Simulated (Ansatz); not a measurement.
# FeO: levels along high-symmetry lines

```
Fe O
1.0
     0.00000    2.15496    2.15496
     2.15496    0.00000    2.15496
     2.15496    2.15496    0.00000
Fe O
1 1
Direct
  0.00000 0.00000 0.00000
  0.50000 0.50000 0.50000
```

Atoms are numbered in the order listed.

The structure comes from a relaxation in the same program, started in the rocksalt type, and has space group Fm-3m. Whether it is a known phase or the ground state wasn't checked.

Semilocal functionals without U often leave such compounds metallic or with too small a gap, and the real magnetic order may differ.

The magnetic state is the one reached from the start moments; no search over orders was made, so it needn't be the ground state.

Level of theory: DFT, PBE, all-electron LAPW, scalar-relativistic (Ansatz 0.2.0).

Numerical set-up: a Γ-centred 16×16×16 k mesh, Fermi–Dirac smearing of 0.08 eV, basis error target 1 meV/atom, spin-polarised from start moments Fe1 3 μB, ending with a cell moment of 4.00 μB.

Points in fractions of the reciprocal vectors of this cell: Γ (0, 0, 0), X (0.5, 0, 0.5), U (0.625, 0.25, 0.625), K (0.375, 0.375, 0.75), L (0.5, 0.5, 0.5), W (0.5, 0.25, 0.75). The path joins them by straight lines in the order Γ–X–U–K–Γ–L–W–X; legs that retrace an earlier one aren't tabulated. Energies are in eV from the Fermi level.

**Question.** List the spin-down levels at K between -20 and 8.5 eV.

**Answer.** -18.98, -6.57, -6.17, -4.90, -0.80, 0.58, 0.68, 1.35, 1.81, 7.97.

**Question.** List the spin-up levels at W between -20 and 8.5 eV.

**Answer.** -19.53, -6.84 (×2), -6.69, -3.01 (×2), -2.91, -2.76, -1.72, 7.39.

**Question.** List the spin-down levels at W between -20 and 8.5 eV.

**Answer.** -18.96, -6.16 (×2), -5.59, -0.04 (×2), 0.77, 1.11, 1.86.

**Question.** What is the band gap?

**Answer.** none: bands cross the Fermi level, a metal.
